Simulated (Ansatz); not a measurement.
A run of Ansatz (development build ahead of 0.2.0) on singlet CO at this shape:

| atom | x (Å) | y (Å) | z (Å) |
| --- | --- | --- | --- |
| C | 0.0000 | 0.0000 | -1.9339 |
| O | 0.0000 | 0.0000 | 1.4504 |

Its results:

* Converged: yes
* Total energy: -112.92155 hartree
* Spin squared of the determinant: 2.010
* Stability test: minimum

**Question.** Which input gives this output? Name the method, the orbitals and the basis set, and write the input.

**Answer.** ωB97X (unrestricted) in pcseg-2.

```yaml
crystal:
  periodic: [false, false, false]
  atoms:
    - { symbol: C, position_ang: [0.0, 0.0, -1.9339] }
    - { symbol: O, position_ang: [0.0, 0.0, 1.4504] }
basis:
  gaussian: { orbitals: pcseg-2 }
magnetization:
  spin_polarized: true
hamiltonian:
  xc: { name: wB97X }
```

Caution: charge can spread falsely over distant fragments; the unrestricted determinant is a mixture of spin states.
